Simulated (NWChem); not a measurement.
# Correlation energy of CH₂

```
C
H 1 1.0897
H 1 1.0897 2 134.26
```
Charge 0, spin multiplicity 3.

Program: NWChem. Structure: optimised with UPBE0/def2-SVP, a minimum by its harmonic frequencies.

Basis set: cc-pVQZ. Each correlation energy counts from its own Hartree-Fock reference.

The correlated methods keep 1 core orbital frozen. This spin state was chosen for the runs; another may lie lower. The structure started from a generated list of species. The unpaired electrons of the parent sit in orbitals of symmetry a1 and b2 (C2v labels of the run); other states weren't searched. The stability of the SCF solutions was not checked. Open-shell Hartree-Fock references start from PBE0 orbitals. No row is a measurement; the coupled-cluster row has its own basis-set and correlation limits.

Order these methods by the correlation energy they give, lowest first: URI-MP2, SCS-UMP2, CCSD on ROHF, CCSD[T] on ROHF.

CCSD[T] on ROHF (-153.3 mHa), CCSD on ROHF (-149.1 mHa), SCS-UMP2 (-126.9 mHa), URI-MP2 (-125.9 mHa)
